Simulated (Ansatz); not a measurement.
# B2H (quartet): the correlation ladder at distance B1–H3 = 3.995 Å, 6-31G

How much of the correlation energy of B2H (quartet) does each wave-function method recover here?

Computed with Ansatz 0.2.0, Gaussian basis. Level: 6-31G, core rule «outside noble gas», up to 2 orbitals frozen.

The runs, in order: UHF; CCSD(T) on ROHF; CCSD(T) on UHF; BCCD(T) on ROHF; CISD; CCSDT(Q) on UHF; CISDTQ; CCSDTQ on UHF; CASSCF and MRCISD+Q, 5 electrons in 5 orbitals; CASSCF and NEVPT2, 5 electrons in 5 orbitals; CASSCF and MRCISD+Q, 7 electrons in 9 orbitals; CASSCF and NEVPT2, 7 electrons in 9 orbitals; Full CI.

24 further runs of the same task are left out: 2 for a known fault of the program, 17 that didn't finish, 5 set aside as unsound or not needed.

**1. The system**

The geometry derives from a PBE0/def2-TZVP stationary point (not a proven minimum). One bond is set to the value named and the two fragments are kept rigid.

3 atoms, charge 0, spin multiplicity 4.

Atoms are counted from 1 here; the program's logs count them from 0.

Bond lengths: B1–B2 1.520 Å.

**2. UHF**

Input file in.yaml:

```yaml
crystal:
  periodic: [false, false, false]
  atoms:
    - {symbol: B, position_ang: [0.000000, 0.000000, -0.824858]}
    - {symbol: B, position_ang: [0.000000, 0.000000, -2.345285]}
    - {symbol: H, position_ang: [0.000000, 0.000000, 3.170142]}
basis:
  gaussian: {orbitals: 6-31G}
magnetization: {spin_polarized: true, initial_magnetization: 3}
hamiltonian: {xc: hf}
output: {orbitals: {seedname: orbitals}}
```

The run is started by

```sh
$ ansatz run in.yaml --threads 1 --pin off --events-out ev --progress --plain --max-ram 2393MiB
```

After this run come: CCSD(T) on ROHF; CCSD(T) on UHF; BCCD(T) on ROHF; CISD; CCSDT(Q) on UHF; CISDTQ; CCSDTQ on UHF; CASSCF and MRCISD+Q, 5 electrons in 5 orbitals; CASSCF and NEVPT2, 5 electrons in 5 orbitals; CASSCF and MRCISD+Q, 7 electrons in 9 orbitals; CASSCF and NEVPT2, 7 electrons in 9 orbitals; Full CI.

Before running them: what should the planned runs give, taken together? Wanted: FCI below the RHF energy; RMP2 from FCI; UMP2 from FCI; RCCSD from FCI; RCCSD(T) from FCI; UCCSD(T) from FCI; UCCSDT(Q) from FCI; NEVPT2 pair from FCI; MRCISD+Q pair from FCI.

The runs gave:

| quantity | value |
| --- | --- |
| FCI below the RHF energy | -4.1527 eV |
| RMP2 from FCI | +231.6 kJ/mol |
| UMP2 from FCI | +50.3 kJ/mol |
| RCCSD from FCI | +7.0 kJ/mol |
| RCCSD(T) from FCI | -1.7 kJ/mol |
| UCCSD(T) from FCI | +2.1 kJ/mol |
| UCCSDT(Q) from FCI | +0.2 kJ/mol |
| NEVPT2 pair from FCI | +60.3 kJ/mol |
| MRCISD+Q pair from FCI | -1.0 kJ/mol |
| NEVPT2 valence from FCI | +15.9 kJ/mol |
| levels within 1 kcal/mol (43 meV) | RCCSD(T), UCCSD(T), BCCD(T), UCCSDT, CISDTQ, UCCSDT(Q), UCCSDTQ, MRCISD+Q pair, MRCISD valence, MRCISD+Q valence |
| T1 diagnostic | 0.384 |
| effectively unpaired electrons | 5.01 |

What this shows: RCCSD(T) misses by -1.7 kJ/mol, 0.4 % of the correlation energy. CCSD(T) misses by -1.7 kJ/mol on the restricted determinant and by +2.1 kJ/mol on the unrestricted one; the two need not hold the same state or core. RCCSD(T), MRCISD+Q pair fall below full CI, which methods that aren't variational can do. With 5.0 effectively unpaired electrons against 3 the state is strongly multireference. Coupled cluster on one determinant still stays close here. Of the multireference levels listed MRCISD+Q valence comes nearest in total energy (+0.2 kJ/mol), which doesn't show that its space is the better one. Coupled cluster took another determinant than the lowest Hartree-Fock one. These misses are within one basis, not against nature; the frozen cores of restricted and unrestricted runs differ, which can shift their rows.
